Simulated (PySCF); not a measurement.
Record of a relaxation.

Compound: C₂H₂F₂O.
Atom-mapped SMILES: `[O:1]=[CH:2][CH:3]([F:4])[F:5]` (hydrogens: H6 on C2; H7 on C3)

Computed by this run: PBE0-D3(BJ)/def2-SVP geometry optimisation, gas phase (PySCF); density fitting, grid level 1; the optimiser is geomeTRIC in internal coordinates, started from an MMFF94s structure with every atom displaced at random (about 0.03 Å). The frame can shift and turn from step to step; on so coarse a grid that alone can change the energy by a few meV, and forces under 0.02 eV/Å are noise.

Step 0: E = -9568.9836 eV, largest atomic force 6.037 eV/Å
```
atom  x, y, z in Å  |  force x, y, z in eV/Å
O1      1.735    0.144    0.895   -4.616  -0.822  -3.802
C2      0.872   -0.074   -0.028    3.996   1.234   3.608
C3     -0.668    0.057    0.051    2.877   2.115   1.195
F4     -1.118   -1.128   -0.146   -1.503  -2.610  -0.480
F5     -1.106    0.886   -0.905   -0.066   0.113  -0.023
H6      1.246   -0.418   -0.998    0.007  -0.235  -0.617
H7     -0.870    0.431    1.063   -0.696   0.205   0.120
```

Step 1: E = -9569.3988 eV, largest atomic force 1.531 eV/Å
```
atom  x, y, z in Å  |  force x, y, z in eV/Å
O1      1.431    0.333    1.029    0.904  -0.182  -0.368
C2      0.916   -0.029    0.007   -1.147   0.501   0.882
C3     -0.617    0.009    0.007    0.509  -0.207  -0.402
F4     -1.073   -1.244   -0.193   -0.186   0.093  -0.023
F5     -1.057    0.803   -0.986   -0.092  -0.084  -0.022
H6      1.423   -0.376   -0.920    0.226  -0.036   0.000
H7     -0.932    0.402    0.989   -0.213  -0.084  -0.067
```

Step 2: E = -9569.3779 eV, largest atomic force 1.444 eV/Å
```
atom  x, y, z in Å  |  force x, y, z in eV/Å
O1      1.630    0.313    0.987   -1.143   0.098   0.213
C2      0.897    0.003    0.089    0.934  -0.337  -1.048
C3     -0.634    0.007    0.004   -0.007   0.328   1.054
F4     -1.069   -1.248   -0.222    0.269   0.173   0.011
F5     -1.040    0.787   -1.015    0.323  -0.109   0.081
H6      1.340   -0.354   -0.869   -0.041  -0.119  -0.288
H7     -1.033    0.390    0.959   -0.335  -0.034  -0.024
```

Step 3: E = -9569.4800 eV, largest atomic force 0.148 eV/Å
```
atom  x, y, z in Å  |  force x, y, z in eV/Å
O1      1.551    0.321    0.999   -0.093   0.027   0.028
C2      0.906   -0.006    0.047    0.051  -0.067  -0.041
C3     -0.621    0.014    0.022    0.081   0.000   0.125
F4     -1.057   -1.239   -0.208    0.020  -0.088   0.021
F5     -1.027    0.788   -0.999    0.011   0.119  -0.079
H6      1.372   -0.369   -0.904   -0.066   0.011  -0.036
H7     -1.033    0.390    0.974   -0.002   0.000  -0.019
```

Step 4: E = -9569.4815 eV, largest atomic force 0.077 eV/Å
```
atom  x, y, z in Å  |  force x, y, z in eV/Å
O1      1.542    0.321    1.003    0.009  -0.013  -0.004
C2      0.904   -0.011    0.047    0.003   0.031   0.002
C3     -0.618    0.013    0.022    0.043  -0.007   0.063
F4     -1.054   -1.242   -0.206   -0.025  -0.005  -0.025
F5     -1.018    0.796   -0.998   -0.010   0.002  -0.022
H6      1.365   -0.367   -0.909   -0.001  -0.006  -0.002
H7     -1.030    0.389    0.974   -0.018  -0.001  -0.012
```

Step 5: E = -9569.4817 eV, largest atomic force 0.020 eV/Å
```
atom  x, y, z in Å  |  force x, y, z in eV/Å
O1      1.544    0.317    1.004    0.005  -0.005  -0.003
C2      0.905   -0.011    0.047    0.000   0.001   0.006
C3     -0.618    0.013    0.023    0.004  -0.007   0.019
F4     -1.055   -1.240   -0.209   -0.005  -0.003  -0.007
F5     -1.015    0.797   -0.997   -0.002   0.012  -0.012
H6      1.363   -0.368   -0.910    0.000   0.002   0.000
H7     -1.033    0.389    0.974   -0.003  -0.001  -0.003
```

**Question.** Summarise the path.

**Answer.** The energy falls by 0.4981 eV from step 0 to step 5; nine tenths of that is first reached at step 3. It rises by more than 0.2 meV at step 2. The largest force goes from 6.037 to 0.020 eV/Å. Among the bonds O1=C2 changes most, from 1.282 to 1.196 Å; the atoms move by 0.061 Å rms after alignment.

**Question.** Follow the three bonds and two angles with the largest change from start to end.

**Answer.** 
```json
{"step": "0", "E above end (eV)": "0.4981", "largest force (eV/Å)": "6.037", "O1=C2 (Å)": "1.282", "C3–F4 (Å)": "1.283", "C2–C3 (Å)": "1.547", "C2–C3–H7 (°)": "105.0", "O1–C2–H6 (°)": "117.4"}
{"step": "1", "E above end (eV)": "0.0829", "largest force (eV/Å)": "1.531", "O1=C2 (Å)": "1.200", "C3–F4 (Å)": "1.348", "C2–C3 (Å)": "1.533", "C2–C3–H7 (°)": "107.1", "O1–C2–H6 (°)": "127.5"}
{"step": "2", "E above end (eV)": "0.1039", "largest force (eV/Å)": "1.444", "O1=C2 (Å)": "1.200", "C3–F4 (Å)": "1.348", "C2–C3 (Å)": "1.533", "C2–C3–H7 (°)": "108.3", "O1–C2–H6 (°)": "118.8"}
{"step": "3", "E above end (eV)": "0.0018", "largest force (eV/Å)": "0.148", "O1=C2 (Å)": "1.196", "C3–F4 (Å)": "1.346", "C2–C3 (Å)": "1.527", "C2–C3–H7 (°)": "111.3", "O1–C2–H6 (°)": "122.7"}
{"step": "4", "E above end (eV)": "0.0002", "largest force (eV/Å)": "0.077", "O1=C2 (Å)": "1.196", "C3–F4 (Å)": "1.347", "C2–C3 (Å)": "1.523", "C2–C3–H7 (°)": "111.3", "O1–C2–H6 (°)": "123.5"}
{"step": "5", "E above end (eV)": "0.0000", "largest force (eV/Å)": "0.020", "O1=C2 (Å)": "1.196", "C3–F4 (Å)": "1.347", "C2–C3 (Å)": "1.523", "C2–C3–H7 (°)": "111.6", "O1–C2–H6 (°)": "123.5"}
```

What follows is the cost of the whole optimisation. On one thread of an Arm Neoverse V1, on a shared host, this took 10 s wall and 0.33 GiB of memory at its peak.
